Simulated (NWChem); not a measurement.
System: pyrazine (C4H4N2); SMILES c1nccnc1

Parts of the log:

```
             Northwest Computational Chemistry Package (NWChem) 7.3.0
             --------------------------------------------------------

 D2H symmetry detected

                             Geometry "geometry" -> ""
                             -------------------------

 Output coordinates in angstroms (scale by  1.889725989 to convert to a.u.)

  No.       Tag          Charge          X              Y              Z
 ---- ---------------- ---------- -------------- -------------- --------------
    1 C                    6.0000     1.13346834    -0.69854413     0.00000000
    2 C                    6.0000     1.13346834     0.69854413     0.00000000
    3 N                    7.0000     0.00000000     1.40917228     0.00000000
    4 C                    6.0000    -1.13346834     0.69854413     0.00000000
    5 C                    6.0000    -1.13346834    -0.69854413     0.00000000
    6 N                    7.0000     0.00000000    -1.40917228     0.00000000
    7 H                    1.0000     2.06743885    -1.25751054     0.00000000
    8 H                    1.0000     2.06743885     1.25751054     0.00000000
    9 H                    1.0000    -2.06743885     1.25751054     0.00000000
   10 H                    1.0000    -2.06743885    -1.25751054     0.00000000

 Effective nuclear repulsion energy (a.u.)     208.4442318794

      Symmetry information
      --------------------

 Group name             D2h
 Group number             26
 Group order               8
 No. of unique centers     3

                                 NWChem DFT Module
                                 -----------------

 Summary of "ao basis" -> "ao basis" (spherical)
 ------------------------------------------------------------------------------
       Tag                 Description            Shells   Functions and Types
 ---------------- ------------------------------  ------  ---------------------
 C                          def2-svp                 6       14   3s2p1d
 N                          def2-svp                 6       14   3s2p1d
 H                          def2-svp                 3        5   2s1p

      Symmetry analysis of basis
      --------------------------

        ag         21
        au          6
        b1g        17
        b1u         8
        b2g         6
        b2u        21
        b3g         8
        b3u        17

            General Information
            -------------------
          SCF calculation type: DFT
          Wavefunction type:  closed shell.
          No. of atoms     :    10
          No. of electrons :    42
           Alpha electrons :    21
            Beta electrons :    21
          Charge           :     0
          Spin multiplicity:     1
          Use of symmetry is: on ; symmetry adaption is: on
          Maximum number of iterations: 150
          AO basis - number of functions:   104
                     number of shells:    48
          Convergence on energy requested:  1.00D-06
          Convergence on density requested:  1.00D-05
          Convergence on gradient requested:  5.00D-04

              XC Information
              --------------
                         B3LYP Method XC Potential
                     Hartree-Fock (Exact) Exchange  0.200
                        Slater Exchange Functional  0.800 local
                    Becke 1988 Exchange Functional  0.720 non-local
              Lee-Yang-Parr Correlation Functional  0.810
                  VWN I RPA Correlation Functional  0.190 local

             Grid Information
             ----------------
          Grid used for XC integration:  medium
          Radial quadrature: Mura-Knowles
          Angular quadrature: Lebedev.
          Tag              B.-S. Rad. Rad. Pts. Rad. Cut. Ang. Pts.
          ---              ---------- --------- --------- ---------
          C                   0.70       49          10.0       434
          N                   0.65       49          10.0       434
          H                   0.35       45          12.0       434
          Grid pruning is: on
          Number of quadrature shells:   143
          Spatial weights used:  Erf1

      Superposition of Atomic Density Guess
      -------------------------------------

 Sum of atomic energies:        -260.98472134

      Non-variational initial energy
      ------------------------------

 Total energy =    -264.855139
 1-e energy   =    -764.509432
 2-e energy   =     291.210061
 HOMO         =      -0.270709
 LUMO         =      -0.068856

      Symmetry analysis of molecular orbitals - initial
      -------------------------------------------------

  Numbering of irreducible representations:

     1 ag          2 au          3 b1g         4 b1u         5 b2g
     6 b2u         7 b3g         8 b3u

  Orbital symmetries:

     1 ag          2 b2u         3 ag          4 b3u         5 b2u
     6 b1g         7 ag          8 b2u         9 b3u        10 b1g
    11 ag         12 ag         13 b3u        14 b2u        15 b1u
    16 b3u        17 b1g        18 b3g        19 b2u        20 b2g
    21 ag         22 b1u        23 au         24 ag         25 b3u
    26 b3g        27 b2u        28 b1g        29 ag         30 b3u
    31 b1g

     ---------------------------------------------
      Total Density - Mulliken Population Analysis
     ---------------------------------------------

[...]
```

Level: B3LYP/def2-SVP. Structure relaxed at the B3LYP/6-31G* (spherical d) level.

Q: Which NWChem input produces such a log?

A: One answer among several that fit: the input that was run:
```
start job
memory heap 200 mb stack 900 mb global 1100 mb
geometry units angstroms noautoz
  C      1.134723    -0.696503     0.000000
  C      1.132210     0.700583     0.000000
  N     -0.002537     1.409170     0.000000
  C     -1.134723     0.696503     0.000000
  C     -1.132210    -0.700583     0.000000
  N      0.002537    -1.409170     0.000000
  H      2.069699    -1.253787     0.000000
  H      2.065172     1.261230     0.000000
  H     -2.069699     1.253787     0.000000
  H     -2.065172    -1.261230     0.000000
end
basis spherical
  * library def2-svp
end
dft
  xc b3lyp
  iterations 150
  mulliken
end
task dft energy
```
